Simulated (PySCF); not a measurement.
Species: thio-thionyl fluoride, S₂F₂.
SMILES with atom numbers: `[F:1][S:2]([F:3])=[S:4]`

Cartesian coordinates in Å at the PBE0-D3(BJ)/def2-SVP level; atoms count from 1:
```xyz
4
S2F2 angstrom
F      1.4087   -0.1445   -0.4674
S      0.1285    0.0021    0.5342
F     -0.3449    1.3855   -0.1910
S     -1.1090   -1.3335    0.0936
```

Level: PBE0/pcSseg-1 in PySCF, non-relativistic, on one gas-phase PBE0-D3(BJ)/def2-SVP geometry that isn't relaxed in the solvent. The solvent is an IEF-PCM continuum (Bondi radii, 1.10 Å for H, scaled by 1.2). Specific hydrogen bonds and non-electrostatic terms are outside this model.

Gas phase at PBE0/pcSseg-1: HOMO -8.28 eV, LUMO -2.47 eV, dipole 1.33 D.

Task: What does the continuum do to the energy, the frontier levels and the dipole at PBE0/pcSseg-1 in benzene?

Result: 
```json
{"solvent": "benzene", "ε": "2.271", "E(solvent) − E(gas) (kcal/mol)": "-0.96", "polarisation term (kcal/mol)": "-1.00", "distortion of the solute (kcal/mol)": "0.04", "HOMO (eV)": "-8.20", "LUMO (eV)": "-2.36", "dipole (D)": "1.45"}
```

The first energy column is the sum of the next two and covers electrostatics alone.

Task: Which radius a makes the point-dipole formula ΔE = −[(ε − 1)/(2ε + 1)]·μ²/a³ give the value in benzene, with the gas-phase dipole?

Result: μ = 0.525 au and |ΔE| = 0.00152 Eh give a = 1.83 Å; the farthest nucleus lies 1.73 Å from the centroid of the nuclei. The formula assumes a rigid point dipole at the centre of a sphere.

Task: Which Hirshfeld charges (PBE0/pcSseg-1) respond most in benzene (means over atoms taken as equivalent)?

Result: 
```json
{"atoms": "S2", "environment": "sulfur bonded to 2 F and S", "gas (e)": "+0.408", "solvent (e)": "+0.420", "change": "+0.012"}
{"atoms": "S4", "environment": "sulfur bonded to S", "gas (e)": "-0.132", "solvent (e)": "-0.137", "change": "-0.005"}
{"atoms": "F1/F3", "environment": "sulfur-bound fluorine", "gas (e)": "-0.138", "solvent (e)": "-0.141", "change": "-0.003"}
```

Task: How do the nuclear quadrupole coupling constants eQVzz/h respond in benzene?

Result: 
| nucleus | Q (barn) | gas (MHz) | solvent (MHz) | η gas | η solvent |
| --- | --- | --- | --- | --- | --- |
| 33S at S2 | -0.06781 | 48.25 | 48.72 | 0.20 | 0.20 |
| 33S at S4 | -0.06781 | -36.53 | -36.69 | 0.63 | 0.61 |
